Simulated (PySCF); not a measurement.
Ionisation of dimethyl sulfoxide

System: dimethyl sulfoxide, `CS(C)=O` (C2H6OS). Optimised structure (Å), atoms numbered from 1:
```
C    -1.3516    0.1516   -0.1872
S    -0.0603   -0.7554    0.7111
C     1.3407   -0.1542   -0.2757
O     0.0592   -0.0923    2.0522
H    -1.4258   -0.1998   -1.2267
H    -1.1199    1.2256   -0.1378
H    -2.2910   -0.0473    0.3458
H     1.3600    0.9436   -0.2151
H     2.2444   -0.5652    0.1941
H     1.2644   -0.5014   -1.3164
```

Level of theory: ωB97X-D3(BJ)/ma-def2-TZVP single points in PySCF, grid level 2; every species was optimised with PBE0-D3(BJ)/def2-SVP. The prefix ma- adds one diffuse s and one diffuse p function on all atoms but H. Zero-point and thermal terms (298.15 K, 1 bar) come from unscaled PBE0-D3(BJ)/def2-SVP harmonic frequencies, with soft modes damped to free rotors in the entropy.

Frontier levels of the parent: HOMO -9.17 eV, LUMO 1.03 eV.

Oxidation to the radical cation:
- Vertical ionisation energy (electronic): 9.04 eV
- Adiabatic ionisation energy (with zero-point energy): 8.76 eV
- Adiabatic, electronic part: 8.77 eV
- Vertical gap at the product's structure: 8.42 eV
- Inner reorganisation energy (four-point): 617 meV
- Relaxation of product / of parent: 265 / 352 meV
- ⟨S²⟩ of the product: 0.759
- Largest spin populations: O4 0.59, S2 0.29
- Largest changes of atomic charge: O4 0.43, S2 0.19
- Distances that move most (Å): C1–S2 1.816 → 1.784; S2–C3 1.816 → 1.784; S2–O4 1.501 → 1.495
- Potential in DMSO: 6.39 V absolute, 1.86 V against Fc+/Fc computed at 4.53 V (solvation -41 → -267 kJ/mol)

Solvents are IEF-PCM continua (electrostatics only, gas-phase structures); absolute potentials refer to an electron at rest in vacuum. Fc+/Fc in DMSO, 4.53 V, is ωB97X-D3(BJ)/ma-def2-TZVP on PBE0-D3(BJ)/def2-SVP structures with GFN2-xTB thermal terms. Benchmark calculations put it near 5.0 V in acetonitrile and DMSO, so it is about 0.5 V low, and the value against it can read up to that much too high.

Measured values (NIST Chemistry WebBook, evaluated or the median of agreeing entries): adiabatic ionisation energy 9.10 eV (computed 8.76, difference -0.34).
